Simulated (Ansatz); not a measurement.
How close CCSD(T) comes to the exact answer in a basis

Each species is computed at the geometry given (Å), with frozen cores, in Ansatz 0.2.0: RHF-CCSD(T) for singlets, UHF-CCSD(T) otherwise, and full CI in the same basis. The program picks the determinant by trial CCSD, so it needn't be the lowest Hartree–Fock solution. States: SiH⁺ Π, AlH2⁻ A1, AsH3 A'. Cases whose determinant has another symmetry than full CI's state, or whose (Q) step broke down, weren't drawn. No relativity is included.

Problem. Judging by size, spin and bonding and the diagnostics given, rank them by the size of CCSD(T)'s error in total energy against full CI in the same basis, smallest first (an estimate).
A. AlH2⁻, singlet, 6-31++G**: Al 0.000 -0.043 0.000; H 0.000 0.572 -1.581; H 0.000 0.572 1.581. T1 0.019, (T) -62 meV in a correlation energy of -2.63 eV
B. SiH⁺, triplet, cc-pVQZ: Si 0.000 0.000 0.000; H 0.000 0.000 1.519. T1 0.028, (T) -54 meV in a correlation energy of -1.92 eV
C. AsH₃, singlet, 6-31G: As 0.005 0.008 -0.039; H 1.264 0.022 0.815; H -0.644 1.095 0.805; H -0.983 -1.736 1.295. T1 0.024, (T) -54 meV in a correlation energy of -3.19 eV

Solution. C (9.6 meV), B (16.1 meV), A (23.6 meV).

```csv
species,basis,correlated electrons,CCSD(T) − full CI (meV),CCSDT(Q) − full CI (meV),unpaired electrons (full CI),T1,⟨S²⟩ of the determinant
"AsH3, singlet",6-31G,8,9.6,0.1,0.34,0.024,0.00
"SiH⁺, triplet",cc-pVQZ,4,16.1,-1.7,2.02,0.028,2.02
"AlH2⁻, singlet",6-31++G**,6,23.6,0.7,0.15,0.019,0.00
```

Unpaired electrons are Σ n²(2−n)² over natural occupations; an open shell counts its own unpaired electrons too. Frozen cores follow each run's orbitals, which moves totals by a few meV.
